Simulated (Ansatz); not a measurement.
# How far each method lies from UCCSDT(Q) for HB–NH⁺, doublet

Geometry: that of the HB–NH, singlet, kept fixed.

| atom | x (Å) | y (Å) | z (Å) |
| --- | --- | --- | --- |
| B | 0.0000 | 0.0000 | 0.5713 |
| N | 0.0000 | 0.0000 | -0.6613 |
| H | 0.0000 | 0.0000 | 1.7429 |
| H | 0.0000 | 0.0000 | -1.6528 |

Basis cc-pVTZ; Ansatz 0.2.0. Only valence electrons are correlated (noble-gas cores frozen), which leaves 9 electrons in 86 orbitals. R marks a restricted (for open shells ROHF) determinant, U an unrestricted one. Active spaces: valence = (9e, 10o) chosen from the atoms' valence shells.

Full CI isn't at hand for all of this; UCCSDT(Q) serves as the reference, and is uncertain by the last step of the cluster series or more. The frozen core follows each run's orbitals, which can shift R against U totals by a few meV.

- UHF ⟨S²⟩: 0.759
- T1 diagnostic (RCCSD): 0.0162
- largest doubles amplitude (RCCSD): 0.056
- T1 diagnostic (UCCSD): 0.0135

| level | E − E(RHF) (eV) |
| --- | --- |
| UHF | -0.1112 |
| RMP2 | -6.4106 |
| UMP2 | -6.3983 |
| RCCSD | -7.0368 |
| UCCSD | -7.0396 |
| RCCSD(T) | -7.2647 |
| UCCSD(T) | -7.2651 |

(1) Estimate how far UCCSDT(Q) in cc-pVTZ lies from RCCSD(T). The table doesn't fix it; the size of (T) and the diagnostics are the guide.

(1) UCCSDT(Q) in cc-pVTZ lies 2.8 kJ/mol below RCCSD(T), which is 13 % of the (T) step (-22.0 kJ/mol). The diagnostics are small and one determinant leads, so the series closes fast and only a small part of (T) is left.

The other levels:

| level | E − E(UCCSDT(Q)) (kJ/mol) | share of correlation (%) | wall time |
| --- | --- | --- | --- |
| BCCD(T) | 2.9 | 99.59 | 1.7 s (H100) |
| RCCSDT | 1.0 | 99.86 | – |
| UCCSDT | 0.9 | 99.88 | – |
| RCCSDT(Q) | 0.2 | 99.98 | 13 s (H100) |
| CASSCF (valence space) | 416.3 | 40.84 | – |
| NEVPT2 (valence space) | 88.9 | 87.36 | 6.5 s (H100) |
| MRCISD (valence space) | 21.2 | 96.99 | – |
| MRCISD+Q (valence space) | 4.2 | 99.40 | 7.5 s (H100) |

The correlation energy at UCCSDT(Q), counted from RHF, is -7.294 eV. That run took 9 s on 2 threads of AMD EPYC 7R13 with a shared H100 80 GB, shared host.

Times hold each run's SCF and search for its determinant on a shared host, so for small cases they say little of a method's own cost. Some runs computed forces too.

Natural occupations of CASSCF (valence space) about the gap: 1.985 1.981 1.980 1.965 0.990 0.035 0.021 0.019 0.013 0.011; effectively unpaired electrons, Σ n²(2−n)², 1.02.
